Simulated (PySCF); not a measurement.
**AlOCl: relaxation and vibrations of the singlet**

The task is one start of a wider search on AlOCl: the singlet, from a linear start. It is relaxed, tested by its Hessian and followed downhill if it is a saddle.

The runs use PySCF 2.14.0; PBE, basis Al def2-TZVP, O def2-TZVP, Cl def2-TZVP, no relativity, density fitting.

## 1. Where the work starts

3 atoms, charge 0, spin multiplicity 1.

Bond lengths: Al1–O2 1.700 Å, Al1–Cl3 2.250 Å. Angles: O2–Al1–Cl3 180.0°.

Coordinates in bohr (charge 0 multiplicity 1):
```
Al    0.0000    0.0000    0.0000
O     0.0000    0.0000   -3.2125
Cl    0.0000    0.0000    4.2519
```

## 2. Finding the electronic state

The steps below are one call of a driver around PySCF. For each, scf.py gives the equivalent set-up of the SCF; relaxations use the driver's own optimiser. After this first run the driver tries any further starts and a stability analysis.

Contents of scf.py:

```python
from pyscf import gto, scf, dft
mol = gto.M(atom='''
Al     0.000000     0.000000     0.000000
O      0.000000     0.000000    -1.700000
Cl     0.000000     0.000000     2.250000''',
    basis={'Al': 'def2-TZVP', 'O': 'def2-TZVP', 'Cl': 'def2-TZVP'},
    charge=0, spin=0)
mf = dft.RKS(mol, xc='PBE')
mf.grids.atom_grid = (50, 194)
aux = {'Al': 'def2-universal-JKFIT', 'O': 'def2-universal-JKFIT', 'Cl': 'def2-universal-JKFIT'}
mf = mf.density_fit(auxbasis=aux)
mf.conv_tol = 1e-08
mf.diis_space = 10
mf.max_cycle = 60
mf.init_guess = 'minao'
mf.verbose = 4
mf.kernel()
```

Command:

```sh
$ OMP_NUM_THREADS=2 python axn.py task.json out
```

After this run come: Linear start, singlet: relaxation; Vibrations and properties at this point.

**Question.** What will these runs give? Wanted: minimum; geometry; wavenumbers; dipole moment; highest occupied, lowest empty level; polar-tensor charge of Al1; zero-point energy; atomisation energy.

The runs gave:

| quantity | value |
| --- | --- |
| minimum | singlet, C∞v |
| geometry | Al–Cl 2.078 Å, Al–O 1.614 Å; Cl–Al–O 180.0° |
| wavenumbers (cm⁻¹) | 166 (π), 472 (σ+), 1079 (σ+) |
| dipole moment | 3.59 D |
| highest occupied, lowest empty level | -6.52, -3.54 eV |
| polar-tensor charge of Al1 | +1.05 e |
| zero-point energy | 11.3 kJ/mol |
| entropy at 298.15 K | 258.9 J/(mol K) |
| atomisation energy (no zero-point energy) | 971 kJ/mol |

In words: The molecule stays C∞v, as typed, and the end point is a minimum. The strongest infrared band lies at 166 cm⁻¹ (π, bend). Only this shape and spin were tried, so other structures or states may lie lower.
